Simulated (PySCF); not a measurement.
Oscillator strengths, rates and cross-sections

C₃H₆FN.
SMILES with atom numbers: `[H]/[N:1]=[CH:2]\[CH2:3][CH2:4][F:5]` (hydrogens: H6 on N1; H7 on C2; H8, H9 on C3; H10, H11 on C4)

Structure used (GFN2-xTB), in Å, numbered top down from 1:
```xyz
11
C3H6FN angstrom
N      2.1234   -0.0384    0.8325
C      1.1409   -0.4180    0.1587
C      0.0004    0.4049   -0.3696
C     -1.3418   -0.2518   -0.0711
F     -2.3566    0.4621   -0.6595
H      2.1406    0.9569    1.0561
H      1.1073   -1.4755   -0.0924
H      0.0229    1.4131    0.0522
H      0.1111    0.4868   -1.4556
H     -1.5513   -0.2712    1.0034
H     -1.3915   -1.2663   -0.4806
```

Computed, not measured: TDDFT PBE0/def2-SVPD, vertical, gas phase, core orbitals frozen in the response (PySCF).

Computed singlets with f of 0.002 or more:

```tsv
state	λ (nm)	f
S2	171.0	0.021
S3	163.7	0.032
S4	156.1	0.023
S5	152.7	0.128
S6	150.5	0.047
```

Task: Turn these into Einstein A coefficients, radiative lifetimes, transition dipoles and integrated cross-sections.

Result: For one non-degenerate pair of states in vacuum, A = 0.6670 f ν̃² s⁻¹ with ν̃ in cm⁻¹, τ = 1/A, |μ|² = 3f / (2ΔE) in atomic units, and the integrated cross-section is ∫σ dE = 109.76 f Mb·eV.

| state | A (s⁻¹) | τ | \|μ\| (D) | ∫σ dE (Mb·eV) |
| --- | --- | --- | --- | --- |
| S2 | 4.8×10⁷ | 21 ns | 0.88 | 2.3 |
| S3 | 7.8×10⁷ | 13 ns | 1.05 | 3.5 |
| S4 | 6.4×10⁷ | 16 ns | 0.88 | 2.5 |
| S5 | 3.7×10⁸ | 2.7 ns | 2.04 | 14 |
| S6 | 1.4×10⁸ | 7.2 ns | 1.23 | 5.2 |

Leading configurations: S2 H→L+1 (73%); S3 H→L+2 (71%); S4 H→L+3 (82%); S5 H-1→L (56%); S6 H-2→L (66%) (H = HOMO, L = LUMO).

The rates are for emission to S0 at the absorption energy, with no other channel.

Task: Suppose S2 emitted 0.3 eV lower with the same transition dipole. How would A change?

Result: At fixed |μ|, A goes as the cube of the energy: (6.95/7.25)³ = 0.88, which makes τ about 24 ns.

Task: Which computed singlets stay under f = 0.002?

Result: S1 (5.15 eV, f 0.0020).

Task: What is the integrated cross-section of all computed states together?

Result: Σf = 0.253 over S1 to S6, so 109.76 × Σf ≈ 27.8 Mb·eV.

One conformer stands for the species.
